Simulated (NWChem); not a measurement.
## [CF2]+ (SMILES F[C+]F): name the method

The species is [CF2]+ (3 atoms), meant as a doublet with charge +1. SMILES: `F[C+]F`. The shape is that of a PBE0-D4/def2-TZVP optimisation.

```xyz
3

F     0.3791    0.9730    0.3162
C     0.2757   -0.2214    0.1273
F    -0.6548   -0.7516   -0.4435
```

A calculation with NWChem 7.3.0 gave:

```
total energy  : -234.9738 Eh
HOMO energy   : -24.86 eV
LUMO energy   : -8.38 eV
⟨S²⟩          : 0.756
largest force : 2.299 eV/Å
```

Question: Which of these levels gave the numbers?
A. M06-2X/cc-pVTZ
B. B3LYP/6-31G* (spherical functions)
C. HF/STO-3G
D. HF/3-21G

Answer: D. The others give -233.0931 Eh (HF/STO-3G), -237.2813 Eh (B3LYP/6-31G* (spherical functions)), -237.2996 Eh (M06-2X/cc-pVTZ).
